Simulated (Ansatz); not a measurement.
C$_{3}$H$_{2}$O$_{3}$, SMILES `O=c1occo1`. The species carries charge 0 and has multiplicity 1.

Z-matrix (Å, degrees):
```
C
O 1 1.360
O 1 1.360 2 107.9
O 1 1.183 2 126.1 3 -180.0
C 2 1.372 1 107.4 3 -0.0
C 3 1.372 1 107.4 2 0.0
H 5 1.075 2 117.9 1 -180.0
H 6 1.075 3 117.9 1 180.0
```

(1) List the harmonic frequencies (cm⁻¹, unscaled) at PBE0-D4/def2-TZVP in Ansatz. (Estimate.)

(2) Is this a minimum?

(3) Give the ideal-gas thermochemistry at 298.15 K and 1 bar (rigid rotor, harmonic oscillator; point group C2v, symmetry number 2).

Answers

(1) Computed: 246, 533, 590, 727, 751, 796, 840, 912, 925, 1066, 1119, 1137, 1211, 1381, 1695, 1949, 3309, 3334.

(2) Yes, all 18 modes are real.

(3) Zero-point energy 134.7 kJ/mol; H(298) − E = 148.3 kJ/mol; entropy 282.7 J/(mol·K), of which translation 164.4, rotation 100.6, vibration 17.7; G(298) − E = 64.0 kJ/mol.
